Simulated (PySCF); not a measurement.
## Continuum solvent and chemical shifts

Atoms are numbered as in `[CH2:1]=[CH:2][CH:3]=[C:4]=[CH:5][CH3:6]`. Each H is labelled by its parent atom. Ha(C1) is cis to C3; Hb(C1) is trans to C3.

GIAO PBE0/pcSseg-1 in PySCF 2.14.0 with density-fitted response routines on one PBE0-D3(BJ)/def2-SVP conformer, non-relativistic, equivalent nuclei averaged. Solvents enter as an IEF-PCM continuum (chloroform with ε = 4.7, dichloromethane with ε = 8.9) around the gas-phase geometry. Shifts are referred to TMS computed in the same medium.

In chloroform, δ in ppm: C4 224.1, C2 143.3, C1 123.6, C3 100.3, C5 95.1, C6 17.4, H(C2) 6.34, H(C3) 6.05, H(C5) 5.69, Ha(C1) 5.50, Hb(C1) 5.35, H(C6) 1.80. Dipole moment 0.93 D.

Task: How does each δ change in the more polar medium?

Result: 
| atoms | environment | Δδ, dichloromethane |
| --- | --- | --- |
| C4 | central carbon of an allene | -0.1 |
| C2 | alkene CH | +0.1 |
| C1 | terminal =CH2 carbon | +0.4 |
| C3 | terminal carbon of a cumulated C=C=C unit | 0.0 |
| C5 | terminal carbon of a cumulated C=C=C unit | +0.4 |
| C6 | allylic methyl carbon | +0.1 |
| H(C2) | hydrogen on an alkene CH | +0.01 |
| H(C3) | hydrogen on a terminal carbon of a cumulated C=C=C unit | +0.03 |
| H(C5) | hydrogen on a terminal carbon of a cumulated C=C=C unit | +0.04 |
| Ha(C1) | hydrogen on a terminal =CH2 carbon | +0.03 |
| Hb(C1) | hydrogen on a terminal =CH2 carbon | +0.03 |
| H(C6) | hydrogen on an allylic methyl carbon | +0.01 |

Changes are relative to chloroform. The dipole moment becomes 0.96 D in dichloromethane.

Task: Which of the listed nuclei move most (in ppm), and what does the model miss?

Result: C1 (terminal =CH2 carbon, +0.4 ppm) and C5 (terminal carbon of a cumulated C=C=C unit, +0.4 ppm) in dichloromethane. A continuum only polarises the solute; specific hydrogen bonds, the anisotropy of aromatic solvents and changes of geometry or conformer are outside it.
